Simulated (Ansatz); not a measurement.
A run of Ansatz (development build ahead of 0.2.0) on doublet N2(+) at this shape:

```yaml
atoms:
  - { symbol: N, position_ang: [0.0000, 0.0000, -0.5548] }
  - { symbol: N, position_ang: [0.0000, 0.0000, 0.5548] }
```

Its results:

```json
{
 "Converged": "yes",
 "Reference energy": "-108.43297 hartree",
 "Correlation energy": "-0.30692 hartree",
 "Total energy": "-108.73989 hartree",
 "Spin squared of the determinant": "0.815"
}
```

Which input gives this output? Name the method, the orbitals and the basis set, and write the input.

UHF-MP2 in def2-TZVP.

```yaml
crystal:
  periodic: [false, false, false]
  atoms:
    - { symbol: "N", position_ang: [0.0, 0.0, -0.55479] }
    - { symbol: "N", position_ang: [0.0, 0.0, 0.55479] }
basis:
  gaussian: { orbitals: def2-TZVP }
total_charge: 1
magnetization:
  spin_polarized: true
  initial_magnetization: 1
hamiltonian:
  xc: hf
correlation:
  method: mp2
  frozen_orbitals: { "N": 1 }
```

Caution: MP2 on this radical cation hangs on the determinant chosen.
